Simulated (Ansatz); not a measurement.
The first iterations of a band of BClFH + H (5 atoms, charge 0, multiplicity 2).

These are results of Ansatz, UKS B3LYP-D4/cc-pVDZ, not measurements.

```json
{
 "movable images": "9",
 "climbing image": "yes",
 "spring": "20.0 eV/Å²",
 "optimiser": "quadratic models (default)",
 "start path": "through a guess of the saddle point",
 "force threshold": "0.03 eV/Å",
 "iteration limit": "60",
 "end points": "relaxed"
}
```

First end point:

```xyz
5
Properties=species:S:1:pos:R:3
B -0.022 0.000 -0.243
H 0.007 0.000 0.955
F 1.102 0.000 -0.946
Cl -1.555 0.000 -1.108
H 0.001 0.000 3.591
```

Last end point:

```xyz
5
Properties=species:S:1:pos:R:3
B 0.067 0.000 -0.584
H -0.028 0.000 2.331
F 1.125 0.000 -1.369
Cl -1.572 0.000 -1.220
H -0.060 0.000 3.093
```

| iteration | highest image above the first end (eV) | largest band force component (eV/Å) |
| --- | --- | --- |
| 1 | 0.394 | 2.074 |
| 2 | 0.322 | 0.863 |

**Question.** Does the band converge within its limit, and where does its top end?

**Answer.** It converged. It ended after 7 iterations with the highest image 0.303 eV above the first end. Another band between the same ends (9 images) ends at a top of the same energy, where a vibrational analysis finds 2 clearly imaginary modes.

Run time: 2.5 min on 1 thread of Arm Neoverse V1 (shared host), peak memory 0.13 GiB.
